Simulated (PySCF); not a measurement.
S: ionisation energy

S [Ne] 3s2 3p4 (3P) → S⁺ [Ne] 3s2 3p3 (4S), as a difference of total energies. All numbers are calculated (PySCF 2.14, no relativity, point nucleus, in aug-cc-pwCVTZ (8s7p5d3f, 75 functions)). Correlated levels: valence: [Ne] frozen. The calculations carry no spin-orbit coupling.

```json
{"method": "UHF", "ionisation energy (eV)": "9.241"}
{"method": "MP2 (valence)", "ionisation energy (eV)": "10.011"}
{"method": "SCS-MP2 (valence)", "ionisation energy (eV)": "10.093"}
{"method": "CCSD (valence)", "ionisation energy (eV)": "10.119"}
{"method": "CCSD(T) (valence)", "ionisation energy (eV)": "10.160"}
```

Task: How much does correlation contribute at CCSD(T) (valence)?

Result: 10.160 − (9.241) = 0.919 eV, measured against UHF.

Errors of the correlated levels include the incompleteness of this basis and the frozen core.

For comparison: 10.336 eV (measured; NIST levels, between the centres of gravity of the two terms).
